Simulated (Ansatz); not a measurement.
CaB6-type LaB₆, treated with BLYP in Ansatz (PAW).

Numerical settings: plane-wave cutoff 520 eV, 14×14×14 k mesh, Fermi–Dirac smearing 0.05 eV, scalar-relativistic PAW data made under PBE.

Shape and atoms are relaxed at each volume.

Pressure at four volumes; x = ln(V/10.487 Å³). One pressure is withheld.

| V (Å³/atom) | x | P (GPa) |
|---|---|---|
| 10.068 | -0.0408 | 7.25 |
| 10.487 | 0.0000 | 0.01 |
| 10.697 | 0.0198 | -3.13 |
| 10.907 | 0.0393 | ? |

Pass a parabola P(x) through the three rows shown, estimate the bulk modulus and its pressure derivative near zero pressure, and predict the withheld pressure.

Slopes between the rows: (0.01 − (7.25))/(0.0000 − (-0.0408)) = -177.45 and (-3.13 − (0.01))/(0.0198 − (0.0000)) = -158.59 GPa. Their difference over the span 0.0606 is c = 18.86/0.0606 = 311.2 GPa, so P(x) = 7.25 + (-177.45)(x − (-0.0408)) + 311.2 (x − (-0.0408))(x − (0.0000)). At the middle row B = −dP/dx = −[-177.45 + 311.2 × 0.0408] = 164.8 GPa, and B′ = dB/dP = 2c/B = 3.8. At x = 0.0393 the parabola gives -5.98 GPa; the run gives -5.98 GPa. The Birch–Murnaghan fit to the energies at all volumes has B0 = 164 GPa and B′ = 3.8.

Measured, for comparison: bulk modulus 164 ± 2 GPa (room temperature, no zero-point or thermal correction, isothermal; as tabulated in LaB6 under pressure, Phys. Rev. B 80, 172104 (doi 10.1103/PhysRevB.80.172104)). Computed (rounded) less measured: bulk modulus 0.0 % (inside the measured uncertainty).

Note: the bulk modulus comes from volumes at which shape and atoms were relaxed.

Spin–orbit coupling is not included.

Ansatz is a first-principles code.
